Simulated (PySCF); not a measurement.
**AlH2F (SMILES [H][Al]([H])[F]) at CISD/STO-3G**

What is the vertical singlet–triplet gap of AlH2F at CISD/STO-3G? The job is set up through a Python script.

The results are computed with PySCF 2.14.0.

9 further runs of the same task are left out: 9 set aside as unsound or not needed.

**1. The system as given**

The species is AlH2F (4 atoms), meant as a singlet with charge 0. SMILES: `[H][Al]([H])[F]`. The shape comes from GFN2-xTB, which is rough for such elements, and wasn't checked as a minimum.

Bond lengths: Al1–F4 1.642 Å, Al1–H2 1.528 Å, Al1–H3 1.528 Å. Angles: H2–Al1–F4 119.2°, H3–Al1–F4 119.2°, H2–Al1–H3 121.7°.

**2. The energy at CISD/STO-3G**

job.py

```python
from pyscf import gto, scf, ci

mol = gto.M(
    atom=[
    ('Al', (0.019600, 0.032680, 0.000940)),
    ('H', (1.546910, -0.017870, 0.014080)),
    ('H', (-0.738990, 1.358820, -0.019420)),
    ('F', (-0.827520, -1.373630, 0.004400)),
],
    verbose=3,
    basis='sto-3g',
    max_memory=1860,
)

hf = scf.RHF(mol)
hf.conv_tol = 1e-10
hf.kernel()
if not hf.converged:
    hf = hf.newton().run(hf.mo_coeff, hf.mo_occ)

cisd = ci.CISD(hf, frozen=6)
cisd.kernel()
e_final = cisd.e_tot
print('E(%s) = %.9f' % ('CISD', e_final))
```

The run is started by

```sh
OMP_NUM_THREADS=1 python job.py
```

The program printed:

```text
converged SCF energy = -338.234252255394
E(RCISD) = -338.2957720909092  E_corr = -0.06151983551517315
E(CISD) = -338.295772091
```

It took 0.52 s on 1 thread of Arm Neoverse V2, shared host; peak memory 0.1 GiB.

**3. The triplet, same level**

input.py

```python
from pyscf import gto, ci

mol = gto.M(
    atom='''
Al   0.019600   0.032680   0.000940
H    1.546910  -0.017870   0.014080
H   -0.738990   1.358820  -0.019420
F   -0.827520  -1.373630   0.004400
''',
    spin=2,
    verbose=3,
    charge=0,
    basis='sto-3g',
    max_memory=1860,
)

mf = mol.UHF()
mf.conv_tol = 1e-10
mf.kernel()
if not mf.converged:
    mf = mf.newton().run(mf.mo_coeff, mf.mo_occ)

cisd = ci.CISD(mf, frozen=6)
cisd.kernel()
energy = cisd.e_tot
print(f'total energy: {energy:.8f} hartree')
```

The run is started by

```sh
OMP_NUM_THREADS=1 python input.py
```

The program printed:

```text
WARN: HOMO 0.206206665020234 >= LUMO -0.33736708157998

WARN: HOMO 0.0183242063362841 >= LUMO -0.0299807391548274

WARN: HOMO 0.00782306160467061 >= LUMO -0.0092466263673866

SCF not converged.
SCF energy = -337.899631072884 after 50 cycles  <S^2> = 2.0490365  2S+1 = 3.0325148
converged SCF energy = -337.946116060063  <S^2> = 2.0169773  2S+1 = 3.0112969
E(UCISD) = -337.9984866298139  E_corr = -0.0523705697513169
total energy: -337.99848663 hartree
```

It took 0.82 s on 1 thread of Arm Neoverse V2, shared host; peak memory 0.12 GiB.

**4. Outcome**

Level: CISD/STO-3G, 6 core orbitals frozen.

```
                                                           quantity          value
                                              singlet: total energy  -338.29577 Eh
                      singlet: dipole moment (Hartree–Fock density)         0.72 D
                       singlet: HOMO energy (Hartree–Fock orbitals)       -8.93 eV
                       singlet: LUMO energy (Hartree–Fock orbitals)        9.27 eV
                     singlet: HOMO–LUMO gap (Hartree–Fock orbitals)       18.20 eV
               singlet: correlation energy (6 core orbitals frozen)      -61.5 mEh
                                              triplet: total energy  -337.99849 Eh
                      triplet: dipole moment (Hartree–Fock density)         4.11 D
triplet: HOMO energy (Hartree–Fock orbitals) (highest over α and β)        0.07 eV
 triplet: LUMO energy (Hartree–Fock orbitals) (lowest over α and β)        2.93 eV
               triplet: correlation energy (6 core orbitals frozen)      -52.4 mEh
                         triplet: ⟨S²⟩ of the reference determinant          2.017
                   vertical energy of the triplet above the singlet       8.090 eV
```

At this shape the triplet lies 8.09 eV (187 kcal/mol) above the singlet. In a minimal basis such a difference can be off by several eV, whatever the method.
